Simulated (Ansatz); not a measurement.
# AlClH2O: one species, many methods

The task here is to estimate one member of a computed series from the others.

The runs use Ansatz 0.2.0, Gaussian basis; functionals in def2-TZVPP, the program's frozen cores in correlated methods.

The runs, in order: LDA (SPW92), PBE-D4, revPBE-D4, BLYP-D4, r2SCAN-D4, B97M-V, PBE0-D4, B3LYP-D4, r2SCANh-D4, r2SCAN0-D4, HSE06-D4, BHLYP-D4, CAM-B3LYP-D4, LC-ωPBE, ωB97X-V, ωB97M-V, B2PLYP, PBE-QIDH; CCSD(T)/def2-SVP; CCSD(T)/def2-TZVPP; CCSD(T)/def2-QZVPP; extrapolation to the limit; RPA on PBE.

## The relaxed structure

An earlier PBE0-D4 in a triple-zeta def2 set relaxation fixed the geometry.

SMILES `[OH][AlH][Cl]`, 5 atoms, charge 0, spin multiplicity 1.

Atoms are counted from 1 here; the program's logs count them from 0.

Bond lengths: O1–Al2 1.684 Å, O1–H4 0.956 Å, Al2–Cl3 2.096 Å, Al2–H5 1.563 Å. Angles: Al2–O1–H4 124.3°, O1–Al2–Cl3 119.8°, O1–Al2–H5 119.3°, Cl3–Al2–H5 120.9°.

The first run:

Contents of in.yaml:

```yaml
crystal:
  periodic: [false, false, false]
  atoms:
    - {symbol: O, position_ang: [-1.110144, 0.370927, -0.514392]}
    - {symbol: Al, position_ang: [0.431046, 0.184870, 0.137485]}
    - {symbol: Cl, position_ang: [1.114934, -1.725440, 0.662775]}
    - {symbol: H, position_ang: [-1.719527, -0.349051, -0.669462]}
    - {symbol: H, position_ang: [1.333491, 1.444994, 0.342194]}
basis:
  gaussian: {orbitals: def2-TZVPP}
hamiltonian: {xc: lda}
output: {orbitals: {seedname: orbitals}}
```

Steps of the session up to this table: LDA; PBE-D4 (GGA); revPBE-D4 (GGA); BLYP-D4 (GGA); r2SCAN-D4 (meta-GGA); B97M-V (meta-GGA); PBE0-D4 (hybrid); B3LYP-D4 (hybrid); r2SCANh-D4 (hybrid); r2SCAN0-D4 (hybrid); HSE06-D4 (hybrid); BHLYP-D4 (hybrid); CAM-B3LYP-D4 (range-separated); LC-ωPBE-D4 (range-separated; the results give it without D4); ωB97X-V (range-separated); ωB97M-V (range-separated); B2PLYP (double hybrid); PBE-QIDH (double hybrid).

One of the session's tables, all rows but one given; the rest of the session is left out.

It belongs to the step «Orbital energies across the functionals». 

```
  functional  HOMO (eV)  gap (eV)
 LDA (SPW92)      -7.82      6.04
      PBE-D4      -7.68      6.15
   revPBE-D4      -7.62      6.20
     BLYP-D4      -7.53      6.10
   r2SCAN-D4      -8.04      6.89
      B97M-V      -8.13      6.75
     PBE0-D4      -9.11      8.35
    B3LYP-D4      -8.84      7.86
  r2SCANh-D4      -8.57      7.67
  r2SCAN0-D4      -9.35      8.82
    HSE06-D4      -8.71      7.58
    BHLYP-D4     -10.40     10.38
CAM-B3LYP-D4     -10.51     10.66
     LC-ωPBE     -11.95     13.22
     ωB97X-V          ?         ?
     ωB97M-V     -11.38     12.24
```

**Question.** Estimate the row for ωB97X-V.

**Answer.** HOMO (eV): -11.56; gap (eV): 12.72. In the column «HOMO (eV)» it lies between LC-ωPBE (-11.95) and ωB97M-V (-11.38).
